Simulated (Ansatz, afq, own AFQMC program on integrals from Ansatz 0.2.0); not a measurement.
## Atomization energy of SiH2O, triplet

```json
{"atom": "Si", "x (Å)": "0.0000", "y (Å)": "0.0000", "z (Å)": "0.5550"}
{"atom": "O", "x (Å)": "0.0000", "y (Å)": "0.0000", "z (Å)": "-1.1214"}
{"atom": "H", "x (Å)": "0.0000", "y (Å)": "1.3319", "z (Å)": "1.1682"}
{"atom": "H", "x (Å)": "0.0000", "y (Å)": "-1.3319", "z (Å)": "1.1682"}
```

Connectivity, by distances: SiH2–O.

Atoms in their ground-state spins without spin–orbit coupling (mostly on UHF) minus the molecule (UHF), without zero-point energy. The geometry is a stationary point, not shown to be a minimum.

Basis aug-cc-pVDZ. Only valence electrons are correlated. Ansatz 0.2.0 and our own AFQMC program on the same integrals; the CISD trial comes from CCSD amplitudes, and released means the phaseless constraint is let go. Error bars are statistical, one sigma. The errors of all members are added in quadrature.

No full CI on the walks' own integrals is used here; CCSDT(Q) serves as the reference and is uncertain by about the last step of the cluster series. Each member takes its own surest rung, up to full CI.

Errors are counted within aug-cc-pVDZ, not against nature.

Cautions: SiH₂O (triplet): lower spins were not checked, released walk and highest rung disagree (by 20 meV at 2.40 1/Eh), its ph-AFQMC/CISD value lies 16 ± 5 meV above CCSDT(Q).

Reference (CCSDT(Q)): 833.5 kJ/mol.

```json
{"level": "HF", "atomization energy (kJ/mol)": "603.3", "error against CCSDT(Q) (kJ/mol)": "-230.1"}
{"level": "MP2", "atomization energy (kJ/mol)": "825.6", "error against CCSDT(Q) (kJ/mol)": "-7.8"}
{"level": "CCSD", "atomization energy (kJ/mol)": "819.4", "error against CCSDT(Q) (kJ/mol)": "-14.1"}
{"level": "CCSD(T)", "atomization energy (kJ/mol)": "831.0", "error against CCSDT(Q) (kJ/mol)": "-2.4"}
{"level": "CCSDT", "atomization energy (kJ/mol)": "832.4", "error against CCSDT(Q) (kJ/mol)": "-1.0"}
{"level": "ph-AFQMC/HF", "atomization energy (kJ/mol)": "840.4 ± 3.1", "error against CCSDT(Q) (kJ/mol)": "7.0 ± 3.1"}
{"level": "ph-AFQMC/CISD", "atomization energy (kJ/mol)": "832.7 ± 0.5", "error against CCSDT(Q) (kJ/mol)": "-0.8 ± 0.5"}
{"level": "released AFQMC", "atomization energy (kJ/mol)": "831.7 ± 0.7", "error against CCSDT(Q) (kJ/mol)": "-1.8 ± 0.7"}
```

Correlation beyond CCSD(T) adds 2.4 kJ/mol. The perturbative (T) step is worth +11.7 kJ/mol.

A walk keeps the symmetry of its determinant, which the program's search chose and which needn't be the lowest solution, so a lower state of the same spin and another symmetry isn't excluded. Released energies are given only where the last usable release times agree within the noise; a slower fall can still hide under it.
